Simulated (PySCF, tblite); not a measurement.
**BeH₂Br−, a complex of two parts: NMR shifts, interaction energy, infrared bands, spin-spin couplings and core binding energies, part 1 of 2**

What NMR shifts, interaction energy, infrared bands, spin-spin couplings and core binding energies should one expect for `[BeH2]` with `[Br-]`?

Programs: tblite 0.8.0 and PySCF 2.14.0. All values are calculated, for the isolated system unless a continuum is named. Atoms count from 0, parts from 1.

## 1. Starting point

4 atoms, charge -1, multiplicity 1; geometry: rigid parts in contact. Parts: 1 = atoms 0–2, `[BeH2]`, charge 0; 2 = atom 3, `[Br-]`, charge -1.

## 2. Docking the parts with GFN2-xTB

Job settings and geometry (Å):

```
{"job": {"kind": "dock", "xc": "GFN2-xTB", "basis": "xTB"}, "charge": -1, "multiplicity": 1, "parts": [{"atoms": "0-2", "charge": 0, "multiplicity": 1}, {"atoms": "3-3", "charge": -1, "multiplicity": 1}]}
Be     0.000064     0.000019    -0.000073
H     -1.246135     0.227841    -0.178985
H      1.246071    -0.227860     0.179058
Br     0.404553     2.425878    -0.536853
```

With the program's defaults for keys left out, this is: GFN2-xTB search for minima from random contacts, gas phase.

Launch:

```sh
OMP_NUM_THREADS=1 python cluster_run.py task.json out
```

This one command runs all jobs of the session in turn.

The log of the run:

```text
step      E/eV     max force
  0    -165.69039    2.272
  1    -165.79575    2.222
  2    -166.21160    1.670
  3    -166.42692    0.722
  4    -166.44680    0.740
  5    -166.47284    0.646
  6    -166.54089    0.267
  7    -166.54218    0.195
  8    -166.54382    0.077
  9    -166.54458    0.050
 10    -166.54478    0.020
 11    -166.54479    0.004

distinct minima (kcal/mol above the one taken): 0.00
binding energy -44.783 kcal/mol
```

It took 0.23 s on 1 thread of Intel Xeon 6975P-C, shared host.

Relaxation path:

| step | energy from step 0 (eV) | largest force (eV/Å) |
| --- | --- | --- |
| 0 | 0.0000 | 2.2722 |
| 1 | -0.1054 | 2.2226 |
| 2 | -0.5212 | 1.6704 |
| 3 | -0.7365 | 0.7225 |
| 4 | -0.7564 | 0.7394 |
| 5 | -0.7824 | 0.6457 |
| 6 | -0.8505 | 0.2666 |
| 7 | -0.8518 | 0.1950 |
| 8 | -0.8534 | 0.0764 |
| 9 | -0.8542 | 0.0504 |
| 10 | -0.8544 | 0.0206 |
| 11 | -0.8544 | 0.0046 |

Distances of close pairs at the start and the end, largest changes first:

| bond | before (Å) | after (Å) | change (Å) |
| --- | --- | --- | --- |
| Be0–Br3 | 2.517 | 2.106 | -0.411 |
| Be0–H1 | 1.279 | 1.340 | +0.061 |
| Be0–H2 | 1.279 | 1.340 | +0.061 |

Bonds that formed: Be0–Br3.

Contacts between the parts in the structure taken on (a selection, picked against the atoms' radii; other short pairs can be missing):

```csv
atoms,distance (Å),kind (by distance and angle),angle (°)
Be0···Br3,2.11,bonding distance,–
```

## 3. Optimising the geometry at PBE0-D3(BJ)/def2-TZVPD

Job settings and geometry (Å):

```
{"job": {"xc": "PBE0", "basis": "def2-TZVPD", "d3": "d3bj", "grid": 2, "kind": "geom", "shake": 0.01}, "charge": -1, "multiplicity": 1, "parts": [{"atoms": "0-2", "charge": 0, "multiplicity": 1}, {"atoms": "3-3", "charge": -1, "multiplicity": 1}]}
Be     0.083087     0.374211    -0.084683
H     -1.216313    -0.022220    -0.119174
H      1.092597    -0.382322     0.193242
Br     0.472944     2.426063    -0.536392
```

The log of the run:

```text
step   0  E = -2589.86827002  max force = 0.023325
step   1  E = -2589.87144412  max force = 0.001238
step   2  E = -2589.87145326  max force = 0.000613
step   3  E = -2589.87145588  max force = 0.000108
optimisation converged
```

Run time: 5.9 s. Hardware: 1 thread of Intel Xeon 6975P-C, shared host; peak memory 0.38 GiB.

The steps of the relaxation:

```csv
step,energy from step 0 (eV),largest force component (eV/Å)
0,0.0000,1.1994
1,-0.0864,0.0637
2,-0.0866,0.0315
3,-0.0867,0.0056
```

Close pairs (by a distance rule), those that changed most:

```csv
bond,before (Å),after (Å),change (Å)
Be0–H2,1.292,1.395,+0.103
Be0–Br3,2.137,2.175,+0.038
Be0–H1,1.359,1.394,+0.035
```

The final coordinates are the input of the step that follows.

```
                         at the end point                value
  point group (found at 0.08 Å tolerance)                  C2v
rotational constants (GHz, main isotopes)  159.8, 9.863, 9.290
```

Contacts at the end point (a selection, picked against the atoms' radii; other short pairs can be missing):

| atoms | distance (Å) | kind (by distance and angle) | angle (°) |
| --- | --- | --- | --- |
| Be0···Br3 | 2.17 | bonding distance | – |

Against the parts relaxed at this level the binding energy is -36.94 kcal/mol, without counterpoise.

## 4. Shielding tensors: PBE0/aug-pcSseg-2

Job settings and geometry (Å):

```
{"job": {"kind": "nmr", "xc": "PBE0", "basis": "aug-pcSseg-2"}, "charge": -1, "multiplicity": 1, "parts": [{"atoms": "0-2", "charge": 0, "multiplicity": 1}, {"atoms": "3-3", "charge": -1, "multiplicity": 1}]}
Be     0.063204     0.390078    -0.087717
H     -1.275854     0.003598    -0.129528
H      1.173528    -0.400890     0.207442
Br     0.470629     2.479178    -0.536572
```

With the program's defaults for keys left out, this is: GIAO PBE0/aug-pcSseg-2 NMR shielding, non-relativistic, gas phase.

The log of the run:

```text
coarse grid: 17360 points
cycle   1  E = -2589.8772582899  dE = -1.456e+00  |g| = 9.211e-01  |ddm| = 1.621e+00
cycle   2  E = -2589.9045178911  dE = -2.726e-02  |g| = 4.921e-01  |ddm| = 1.285e+00
cycle   3  E = -2589.9169170409  dE = -1.240e-02  |g| = 9.237e-02  |ddm| = 3.973e-01
cycle   4  E = -2589.9176210602  dE = -7.040e-04  |g| = 2.267e-02  |ddm| = 6.634e-02
cycle   5  E = -2589.9177408176  dE = -1.198e-04  |g| = 2.121e-03  |ddm| = 2.298e-02
cycle   6  E = -2589.9177419776  dE = -1.160e-06  |g| = 6.387e-04  |ddm| = 3.084e-03
final grid: 34848 points
cycle   7  E = -2589.9177127848  dE = -3.857e-08  |g| = 6.353e-04  |ddm| = 5.710e-03
cycle   8  E = -2589.9177127903  dE = -5.476e-09  |g| = 6.389e-04  |ddm| = 1.086e-03
cycle   9  E = -2589.9177128615  dE = -7.120e-08  |g| = 1.491e-05  |ddm| = 6.623e-04
cycle  10  E = -2589.9177128615  dE = -4.229e-11  |g| = 1.746e-06  |ddm| = 3.140e-05
converged SCF energy = -2589.9177128615

GIAO shielding tensors (ppm)
atom      isotropic    diamagn.    paramagn.     s11        s22        s33       span
  0 Be      82.825     129.976     -47.151     68.455     87.213     92.807     24.352
  1 H       26.737      27.218      -0.482     24.924     25.910     29.375      4.450
  2 H       26.734      27.217      -0.483     24.919     25.905     29.377      4.458
  3 Br    2697.953    3129.970    -432.017   2247.126   2741.315   3105.419    858.293

== part 1 alone, relaxed ==
coarse grid: 2304 points
cycle   1  E = -15.8682175065  dE = -1.816e-01  |g| = 1.055e-01  |ddm| = 1.373e+00
cycle   2  E = -15.8722371555  dE = -4.020e-03  |g| = 1.714e-02  |ddm| = 5.330e-01
cycle   3  E = -15.8724133836  dE = -1.762e-04  |g| = 3.460e-03  |ddm| = 6.419e-02
cycle   4  E = -15.8724178552  dE = -4.472e-06  |g| = 3.694e-04  |ddm| = 9.198e-03
final grid: 21776 points
cycle   5  E = -15.8743491041  dE = -8.821e-06  |g| = 5.201e-04  |ddm| = 1.611e-02
cycle   6  E = -15.8743492245  dE = -1.203e-07  |g| = 1.360e-04  |ddm| = 3.345e-03
cycle   7  E = -15.8743492318  dE = -7.297e-09  |g| = 1.568e-05  |ddm| = 4.949e-04
cycle   8  E = -15.8743492319  dE = -1.462e-10  |g| = 2.011e-06  |ddm| = 5.978e-05
converged SCF energy = -15.8743492319

GIAO shielding tensors (ppm)
atom      isotropic    diamagn.    paramagn.     s11        s22        s33       span
  0 Be      77.862     144.528     -66.666     42.125     42.125    149.335    107.210
  1 H       28.057      28.549      -0.492     26.618     26.618     30.936      4.319
  2 H       28.057      28.549      -0.492     26.618     26.618     30.936      4.319

== part 2 alone, relaxed ==
coarse grid: 7336 points
cycle   1  E = -2573.9364699076  dE = -1.414e+00  |g| = 8.855e-01  |ddm| = 7.445e-01
cycle   2  E = -2573.9561146559  dE = -1.964e-02  |g| = 3.970e-01  |ddm| = 8.158e-01
cycle   3  E = -2573.9810640176  dE = -2.495e-02  |g| = 1.296e-01  |ddm| = 4.701e-01
cycle   4  E = -2573.9849936664  dE = -3.930e-03  |g| = 5.423e-02  |ddm| = 1.482e-01
cycle   5  E = -2573.9851896013  dE = -1.959e-04  |g| = 3.458e-04  |ddm| = 2.164e-02
cycle   6  E = -2573.9851896455  dE = -4.420e-08  |g| = 1.422e-04  |ddm| = 9.272e-04
final grid: 13080 points
cycle   7  E = -2573.9851857226  dE =  3.965e-10  |g| = 1.946e-04  |ddm| = 3.537e-04
cycle   8  E = -2573.9851857207  dE =  1.926e-09  |g| = 2.728e-04  |ddm| = 3.375e-04
cycle   9  E = -2573.9851857298  dE = -9.165e-09  |g| = 1.911e-05  |ddm| = 1.510e-04
cycle  10  E = -2573.9851857300  dE = -1.269e-10  |g| = 1.086e-07  |ddm| = 2.278e-05
converged SCF energy = -2573.9851857300

GIAO shielding tensors (ppm)
atom      isotropic    diamagn.    paramagn.     s11        s22        s33       span
  0 Br    3127.269    3127.269       0.000   3127.269   3127.269   3127.269      0.000
```

Wall time 8.3 s (1 thread of Intel Xeon 6975P-C, shared host); peak memory 0.62 GiB.

No reference compound was run at this level, so shieldings alone are listed. Atoms listed in one row are averaged.

```csv
atoms,environment,σ (ppm)
"H1, H2",hydrogen on a Be bonded to Br,26.74
Be0,"Be bonded to Br, 2 H",83
Br3,bromine bonded to Be,2698
```

The run also stored atomic charges by several schemes (e):

```csv
atoms,IAO,Hirshfeld,ESP fit
Be0,1.24,0.01,0.64
Br3,-0.87,-0.45,-0.64
```

Mulliken charges and Mayer bond orders break down with diffuse functions, so they are left out here.

With diffuse functions Mulliken charges and Mayer bond orders lose their meaning; the other schemes are steadier.

What binding changes (parts relaxed alone, same level, their own basis):

| atom | σ alone (ppm) | σ in the cluster | shift on binding (ppm) |
| --- | --- | --- | --- |
| Br3 | 3127.27 | 2697.95 | +429.32 |
| Be0 | 77.86 | 82.82 | -4.96 |
| H2 | 28.06 | 26.73 | +1.32 |
| H1 | 28.06 | 26.74 | +1.32 |

## 5. Coupled-cluster interaction energy: CCSD(T) and MP2

Job settings and geometry (Å):

```
{"job": {"kind": "intercc", "basis": "aug-cc-pVDZ", "basis_mid": "aug-cc-pVTZ", "basis_large": "aug-cc-pVQZ"}, "charge": -1, "multiplicity": 1, "parts": [{"atoms": "0-2", "charge": 0, "multiplicity": 1}, {"atoms": "3-3", "charge": -1, "multiplicity": 1}]}
Be     0.063204     0.390078    -0.087717
H     -1.275854     0.003598    -0.129528
H      1.173528    -0.400890     0.207442
Br     0.470629     2.479178    -0.536572
```

With the program's defaults for keys left out, this is: CCSD(T)/aug-cc-pVDZ and MP2/aug-cc-pVTZ, aug-cc-pVQZ counterpoise interaction energy, frozen core, gas phase.

The log of the run:

```text
part 1, own basis, geometry of the cluster
final grid: 21776 points
cycle   1  E = -15.7272118918  dE = -1.953e-01  |g| = 1.598e-01  |ddm| = 2.594e+00
cycle   2  E = -15.7444024296  dE = -1.719e-02  |g| = 4.757e-02  |ddm| = 5.145e-01
cycle   3  E = -15.7465328847  dE = -2.130e-03  |g| = 7.299e-03  |ddm| = 2.168e-01
cycle   4  E = -15.7465992337  dE = -6.635e-05  |g| = 1.406e-03  |ddm| = 3.846e-02
cycle   5  E = -15.7466013084  dE = -2.075e-06  |g| = 1.501e-04  |ddm| = 7.688e-03
cycle   6  E = -15.7466013262  dE = -1.776e-08  |g| = 1.425e-05  |ddm| = 7.886e-04
cycle   7  E = -15.7466013263  dE = -1.605e-10  |g| = 1.768e-06  |ddm| = 1.109e-04
converged SCF energy = -15.7466013263

part 2, own basis, geometry of the cluster
final grid: 13080 points
cycle   1  E = -2572.5014404091  dE = -1.294e+00  |g| = 2.624e-01  |ddm| = 9.916e-01
cycle   2  E = -2572.5308395401  dE = -2.940e-02  |g| = 1.508e-01  |ddm| = 8.781e-01
cycle   3  E = -2572.5339723724  dE = -3.133e-03  |g| = 1.626e-02  |ddm| = 1.182e-01
cycle   4  E = -2572.5340365188  dE = -6.415e-05  |g| = 3.318e-03  |ddm| = 3.830e-02
cycle   5  E = -2572.5340449675  dE = -8.449e-06  |g| = 7.148e-04  |ddm| = 1.705e-02
cycle   6  E = -2572.5340453752  dE = -4.077e-07  |g| = 4.643e-05  |ddm| = 5.308e-03
cycle   7  E = -2572.5340453779  dE = -2.664e-09  |g| = 5.083e-06  |ddm| = 4.060e-04
cycle   8  E = -2572.5340453779  dE = -1.501e-11  |g| = 3.096e-07  |ddm| = 1.178e-05
converged SCF energy = -2572.5340453779

part 1, own basis, relaxed alone
final grid: 21776 points
cycle   1  E = -15.7556569630  dE = -1.973e-01  |g| = 1.535e-01  |ddm| = 2.679e+00
cycle   2  E = -15.7705661472  dE = -1.491e-02  |g| = 4.275e-02  |ddm| = 4.909e-01
cycle   3  E = -15.7719273816  dE = -1.361e-03  |g| = 2.800e-03  |ddm| = 1.945e-01
cycle   4  E = -15.7719336398  dE = -6.258e-06  |g| = 2.454e-04  |ddm| = 1.598e-02
cycle   5  E = -15.7719336811  dE = -4.132e-08  |g| = 2.423e-05  |ddm| = 2.085e-03
cycle   6  E = -15.7719336816  dE = -4.654e-10  |g| = 2.894e-06  |ddm| = 2.060e-04
converged SCF energy = -15.7719336816

part 2, own basis, relaxed alone: E = -2572.5340453779 (as before)

cluster
final grid: 4752 points
cycle   1  E = -2588.3426596512  dE = -5.670e-02  |g| = 1.105e-01  |ddm| = 1.489e+00
cycle   2  E = -2588.3494598298  dE = -6.800e-03  |g| = 3.994e-02  |ddm| = 3.529e-01
cycle   3  E = -2588.3505433539  dE = -1.084e-03  |g| = 1.695e-02  |ddm| = 1.104e-01
cycle   4  E = -2588.3508054724  dE = -2.621e-04  |g| = 2.811e-03  |ddm| = 7.961e-02
cycle   5  E = -2588.3508118127  dE = -6.340e-06  |g| = 9.926e-04  |ddm| = 9.882e-03
cycle   6  E = -2588.3508123345  dE = -5.218e-07  |g| = 1.745e-04  |ddm| = 3.134e-03
cycle   7  E = -2588.3508123667  dE = -3.222e-08  |g| = 3.214e-05  |ddm| = 9.126e-04
cycle   8  E = -2588.3508123680  dE = -1.266e-09  |g| = 6.910e-06  |ddm| = 1.720e-04
cycle   9  E = -2588.3508123681  dE = -6.503e-11  |g| = 1.182e-06  |ddm| = 5.379e-05
converged SCF energy = -2588.3508123681

part 1 in the basis of the cluster
final grid: 4752 points
cycle   1  E = -15.7466429833  dE = -5.254e-05  |g| = 1.455e-03  |ddm| = 2.337e-01
cycle   2  E = -15.7466437731  dE = -7.898e-07  |g| = 2.042e-04  |ddm| = 2.848e-02
cycle   3  E = -15.7466437957  dE = -2.259e-08  |g| = 1.837e-05  |ddm| = 4.764e-03
cycle   4  E = -15.7466437960  dE = -2.881e-10  |g| = 3.142e-06  |ddm| = 3.424e-04
converged SCF energy = -15.7466437960

part 2 in the basis of the cluster
final grid: 4752 points
cycle   1  E = -2572.5337131146  dE = -3.677e-05  |g| = 1.383e-03  |ddm| = 1.092e-01
cycle   2  E = -2572.5337139862  dE = -8.717e-07  |g| = 2.973e-04  |ddm| = 1.016e-02
cycle   3  E = -2572.5337140674  dE = -8.113e-08  |g| = 1.583e-04  |ddm| = 2.616e-03
cycle   4  E = -2572.5337140743  dE = -6.940e-09  |g| = 3.000e-05  |ddm| = 5.632e-04
cycle   5  E = -2572.5337140754  dE = -1.072e-09  |g| = 3.706e-06  |ddm| = 3.961e-04
cycle   6  E = -2572.5337140754  dE = -1.683e-11  |g| = 9.129e-07  |ddm| = 6.321e-05
converged SCF energy = -2572.5337140754

Interaction energy (kcal/mol)
  counterpoise      -49.577
  uncorrected       -52.570
  dispersion part     0.000
  deformation        15.035
  binding           -34.542

Decomposition of the uncorrected value (kcal/mol)
  electrostatic     -55.054
  Pauli              51.479
  orbital           -40.693
  dispersion          0.000
  correlation        -8.302

Charge of each part in the cluster: -0.133 -0.867
part 1, own basis, geometry of the cluster
final grid: 21776 points
cycle   1  E = -15.7280939224  dE = -1.960e-01  |g| = 1.627e-01  |ddm| = 2.711e+00
cycle   2  E = -15.7453905692  dE = -1.730e-02  |g| = 4.830e-02  |ddm| = 5.998e-01
cycle   3  E = -15.7475416640  dE = -2.151e-03  |g| = 7.433e-03  |ddm| = 2.531e-01
cycle   4  E = -15.7476096891  dE = -6.803e-05  |g| = 1.465e-03  |ddm| = 4.239e-02
cycle   5  E = -15.7476118780  dE = -2.189e-06  |g| = 1.663e-04  |ddm| = 8.337e-03
cycle   6  E = -15.7476118994  dE = -2.141e-08  |g| = 1.490e-05  |ddm| = 9.799e-04
cycle   7  E = -15.7476118996  dE = -1.626e-10  |g| = 1.841e-06  |ddm| = 1.025e-04
converged SCF energy = -15.7476118996

part 2, own basis, geometry of the cluster
final grid: 13080 points
cycle   1  E = -2572.5041343938  dE = -1.306e+00  |g| = 2.616e-01  |ddm| = 5.900e+00
cycle   2  E = -2572.5337167776  dE = -2.958e-02  |g| = 1.342e-01  |ddm| = 7.520e-01
cycle   3  E = -2572.5363053982  dE = -2.589e-03  |g| = 2.980e-02  |ddm| = 3.059e-01
cycle   4  E = -2572.5363795953  dE = -7.420e-05  |g| = 4.029e-03  |ddm| = 7.977e-02
cycle   5  E = -2572.5363898122  dE = -1.022e-05  |g| = 8.696e-04  |ddm| = 1.668e-02
cycle   6  E = -2572.5363903950  dE = -5.828e-07  |g| = 8.498e-05  |ddm| = 5.012e-03
cycle   7  E = -2572.5363904065  dE = -1.150e-08  |g| = 7.021e-06  |ddm| = 8.896e-04
cycle   8  E = -2572.5363904065  dE = -3.274e-11  |g| = 3.808e-07  |ddm| = 6.101e-05
converged SCF energy = -2572.5363904065

part 1, own basis, relaxed alone
final grid: 21776 points
cycle   1  E = -15.7566101524  dE = -1.980e-01  |g| = 1.549e-01  |ddm| = 2.848e+00
cycle   2  E = -15.7716270136  dE = -1.502e-02  |g| = 4.336e-02  |ddm| = 5.727e-01
cycle   3  E = -15.7730077078  dE = -1.381e-03  |g| = 2.828e-03  |ddm| = 2.411e-01
cycle   4  E = -15.7730139135  dE = -6.206e-06  |g| = 2.457e-04  |ddm| = 1.817e-02
cycle   5  E = -15.7730139554  dE = -4.190e-08  |g| = 2.670e-05  |ddm| = 2.173e-03
cycle   6  E = -15.7730139560  dE = -5.559e-10  |g| = 2.892e-06  |ddm| = 3.528e-04
converged SCF energy = -15.7730139560

part 2, own basis, relaxed alone: E = -2572.5363904065 (as before)

cluster
final grid: 4752 points
cycle   1  E = -2588.3461187469  dE = -5.679e-02  |g| = 1.166e-01  |ddm| = 1.505e+00
cycle   2  E = -2588.3529634628  dE = -6.845e-03  |g| = 4.353e-02  |ddm| = 3.513e-01
cycle   3  E = -2588.3540445238  dE = -1.081e-03  |g| = 1.801e-02  |ddm| = 1.080e-01
cycle   4  E = -2588.3543386976  dE = -2.942e-04  |g| = 3.376e-03  |ddm| = 8.571e-02
cycle   5  E = -2588.3543456102  dE = -6.913e-06  |g| = 1.287e-03  |ddm| = 1.180e-02
cycle   6  E = -2588.3543465324  dE = -9.222e-07  |g| = 1.941e-04  |ddm| = 4.841e-03
cycle   7  E = -2588.3543465718  dE = -3.936e-08  |g| = 3.495e-05  |ddm| = 9.652e-04
cycle   8  E = -2588.3543465732  dE = -1.445e-09  |g| = 7.737e-06  |ddm| = 2.168e-04
cycle   9  E = -2588.3543465733  dE = -7.412e-11  |g| = 1.388e-06  |ddm| = 6.461e-05
converged SCF energy = -2588.3543465733

part 1 in the basis of the cluster
final grid: 4752 points
cycle   1  E = -15.7476070941  dE = -4.613e-06  |g| = 3.872e-04  |ddm| = 1.004e-01
cycle   2  E = -15.7476071391  dE = -4.499e-08  |g| = 4.527e-05  |ddm| = 1.180e-02
cycle   3  E = -15.7476071402  dE = -1.036e-09  |g| = 4.573e-06  |ddm| = 1.905e-03
cycle   4  E = -15.7476071402  dE = -1.617e-11  |g| = 6.870e-07  |ddm| = 1.714e-04
converged SCF energy = -15.7476071402

part 2 in the basis of the cluster
final grid: 4752 points
cycle   1  E = -2572.5360413982  dE = -8.938e-06  |g| = 1.166e-03  |ddm| = 5.541e-02
cycle   2  E = -2572.5360420233  dE = -6.252e-07  |g| = 5.158e-04  |ddm| = 5.510e-03
cycle   3  E = -2572.5360420954  dE = -7.211e-08  |g| = 1.632e-04  |ddm| = 1.948e-03
cycle   4  E = -2572.5360421119  dE = -1.651e-08  |g| = 2.743e-05  |ddm| = 1.099e-03
cycle   5  E = -2572.5360421125  dE = -6.053e-10  |g| = 3.793e-06  |ddm| = 3.276e-04
converged SCF energy = -2572.5360421125

Interaction energy (kcal/mol)
  counterpoise      -50.274
  uncorrected       -52.446
  dispersion part     0.000
  deformation        15.139
  binding           -35.135

Decomposition of the uncorrected value (kcal/mol)
  electrostatic     -54.917
  Pauli              51.347
  orbital           -40.801
  dispersion          0.000
  correlation        -8.074

Charge of each part in the cluster: -0.133 -0.867
part 1 in the basis of the cluster: E(HF) = -15.743271000  E2 = -0.054083408  E(CCSD corr) = -0.071853328  (T) = -0.000577708
part 2 in the basis of the cluster: E(HF) = -2572.462747496  E2 = -0.150962110  E(CCSD corr) = -0.160096353  (T) = -0.004187228
cluster: E(HF) = -2588.274616251  E2 = -0.211264528  E(CCSD corr) = -0.236828998  (T) = -0.005574107

Counterpoise interaction energy (kcal/mol)
  hf_small                 -43.046
  mp2_small                -46.948
  ccsd_small               -46.108
  ccsdt_small              -46.615
  hf_large                 -44.363
  mp2_large                -50.274
  hf_middle                -44.211
  mp2_middle               -49.577
  scs_mp2_large            -48.803
  mp2_limit                -50.671
  ccsdt_less_mp2             0.333
  ccsdt_limit_estimate     -50.338
  bsse_mp2_large             2.173
```

Wall time 19 s (1 thread of Intel Xeon 6975P-C, shared host); peak memory 0.48 GiB.

Contacts at this geometry (a selection, picked against the atoms' radii; other short pairs can be missing):

```
    atoms  distance (Å)  kind (by distance and angle)  angle (°)
Be0···Br3          2.17              bonding distance          –
```

Differences are taken before rounding.

```csv
method,interaction energy (kcal/mol),"from CCSD(T), limit estimate (kcal/mol)"
HF/aug-cc-pVDZ,-43.05,+7.29
MP2/aug-cc-pVDZ,-46.95,+3.39
CCSD/aug-cc-pVDZ,-46.11,+4.23
CCSD(T)/aug-cc-pVDZ,-46.62,+3.72
HF/aug-cc-pVQZ,-44.36,+5.98
MP2/aug-cc-pVQZ,-50.27,+0.06
SCS-MP2/aug-cc-pVQZ,-48.80,+1.54
"MP2, extrapolated",-50.67,-0.33
"CCSD(T), limit estimate",-50.34,0
```

These energies keep the parts at their geometry in the cluster; deforming them to it costs 15.14 kcal/mol (MP2).

(Continued in part 2 of 2.)
